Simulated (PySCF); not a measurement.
nitrous oxide (N₂O), SMILES N#[N+][O-]. Geometry optimised at PBE0-D3(BJ)/def2-TZVP.

TDA-PBE/def2-TZVPD run with PySCF puts the lowest singlet excitations at 7.01, 7.35, 7.35, 8.21, 8.21, 9.69 eV.

Task: What are the lowest excitation roots from PySCF 2.14.0 with ADC(2)/aug-cc-pVDZ? (The exact figures need the calculation; the answer reports its results.)

Result: 7.30, 7.46, 7.46, 8.41, 8.41, 9.17 eV. S1 differs by 0.29 eV (second minus first; roots are paired by order, and the bases may differ).
